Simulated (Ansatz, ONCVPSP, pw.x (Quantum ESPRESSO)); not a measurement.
# pw.x on diamond Zr: one setting changed

Potential: optimised norm-conserving Vanderbilt (ONCV), ONCVPSP 4.0.1.1 (patched build), PBEsol; core [Ar] 3d10, reference 4s2 4p6 4d2 5s1.5 5p0.5; waves: 4s+5s: rc 2.25 bohr, ncon 4, nbas 7, qcut 6.4 1/bohr, 2 projectors; 4p+5p: rc 2.60 bohr, ncon 4, nbas 8, qcut 6 1/bohr, 2 projectors; 4d: rc 2.25 bohr, ncon 5, nbas 9, qcut 6.5 1/bohr, local; local part: the d channel; core correction: Teter function, fcfact 1.5, rcfact 1.15.

The reference run (k-mesh 8³, cutoffs 50/200 Ry, Fermi–Dirac 0.01 Ry, mixing_beta 0.4, conv_thr 1e-9, no spin) gives 0.30 GPa at 29.112 Å³/atom, where all-electron LAPW gives 0.02 GPa. This run, with its own iteration cap, changes degauss to 0.002.

```
&control
  calculation='scf', prefix='x', pseudo_dir='./', outdir='./tmp', tstress=.true., disk_io='none'
/
&system
  ibrav=0, nat=2, ntyp=1, ecutwfc=50, ecutrho=200, nbnd=21,
  occupations='smearing', smearing='fd', degauss=0.002
/
&electrons
  conv_thr=1e-09, mixing_beta=0.4, electron_maxstep=60
/
ATOMIC_SPECIES
Zr 1.0 Zr.UPF
CELL_PARAMETERS angstrom
  0.00000000 3.07626691 3.07626691
  3.07626691 0.00000000 3.07626691
  3.07626691 3.07626691 0.00000000
ATOMIC_POSITIONS crystal
Zr 0.0000 0.0000 0.0000
Zr 0.2500 0.2500 0.2500
K_POINTS automatic
8 8 8 0 0 0
```

```bash
pw.x < Zr.scf.in > Zr.scf.out
```

How does the run end?

It converges in 8 iterations; the free energy moves by +66.2 meV/atom and the pressure by -0.10 GPa. In a metal, with Fermi–Dirac smearing, F lies below its zero-width value by a term in the square of the width.

```
Message from routine setup:
     using ibrav=0 with symmetry is DISCOURAGED, use correct ibrav instead
     lattice parameter (alat)  =       8.2213  a.u.
     unit-cell volume          =     392.9150 (a.u.)^3
     number of electrons       =        24.00
     number of Kohn-Sham states=           21
     kinetic-energy cutoff     =      50.0000  Ry
     charge density cutoff     =     200.0000  Ry
     scf convergence threshold =      1.0E-09
     Exchange-correlation= PBESOL
     number of k points=    29  Fermi-Dirac smearing, width (Ry)=  0.0020
     iteration #  1     ecut=    50.00 Ry     beta= 0.40
     total energy              =    -192.06255710 Ry
     estimated scf accuracy    <       0.03135163 Ry
     iteration #  2     ecut=    50.00 Ry     beta= 0.40
     total energy              =    -192.06164257 Ry
     estimated scf accuracy    <       0.00569081 Ry
     iteration #  3     ecut=    50.00 Ry     beta= 0.40
     total energy              =    -192.06202861 Ry
     estimated scf accuracy    <       0.00023194 Ry
     iteration #  4     ecut=    50.00 Ry     beta= 0.40
     total energy              =    -192.06206050 Ry
     estimated scf accuracy    <       0.00001070 Ry
     iteration #  5     ecut=    50.00 Ry     beta= 0.40
     total energy              =    -192.06206107 Ry
     estimated scf accuracy    <       0.00000017 Ry
     iteration #  6     ecut=    50.00 Ry     beta= 0.40
     total energy              =    -192.06206109 Ry
     estimated scf accuracy    <       0.00000001 Ry
     iteration #  7     ecut=    50.00 Ry     beta= 0.40
     total energy              =    -192.06206110 Ry
     estimated scf accuracy    <          1.9E-09 Ry
     iteration #  8     ecut=    50.00 Ry     beta= 0.40
     the Fermi energy is     9.9592 ev
!    total energy              =    -192.06206110 Ry
     estimated scf accuracy    <          4.8E-11 Ry
     smearing contrib. (-TS)   =      -0.00102758 Ry
     The total energy is F=E-TS. E is the sum of the following terms:
     one-electron contribution =     -75.16298242 Ry
     hartree contribution      =      42.82847462 Ry
     xc contribution           =     -26.29135828 Ry
     ewald contribution        =    -133.43516742 Ry
     convergence has been achieved in   8 iterations
          total   stress  (Ry/bohr**3)                   (kbar)     P=        2.06
     Message from routine punch:
     Nothing written, as per user request (disk_io='none')
```

The run took about 21 s on one core of a shared host (Neoverse-V1, 32 threads, 247 GiB, load 16).
